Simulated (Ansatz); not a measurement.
Cartesian coordinates in Å:
```
C 1.3979 0.5553 -0.5551
N 0.5753 0.0334 0.5032
C -0.7339 -0.2378 0.2851
N -1.3330 0.0982 -0.7846
O -1.2542 -0.8783 1.3687
H 2.3633 0.8465 -0.1408
H 1.5552 -0.1693 -1.3618
H 0.9182 1.4331 -0.9876
H 1.0098 -0.4820 1.2474
H -2.3223 -0.1212 -0.7623
H -2.1764 -1.0778 1.1879
```

The species carries charge 0 and has multiplicity 1.

Problem. List the ωB97M-V/def2-TZVPP orbital energies in eV (Ansatz 0.2.0). (Best estimate.)

Solution. Ansatz gave: Occupied: -527.14, -395.03, -393.35, -284.66, -282.03, -33.11, -29.05, -26.77, -22.58, -19.53, -18.50, -16.04, -15.57, -15.05, -14.56, -13.94, -13.31, -10.82, -10.15, -8.98. Lowest empty: 2.15, 2.95, 3.66, 4.17, 4.40, 4.74, 5.59, 5.71.
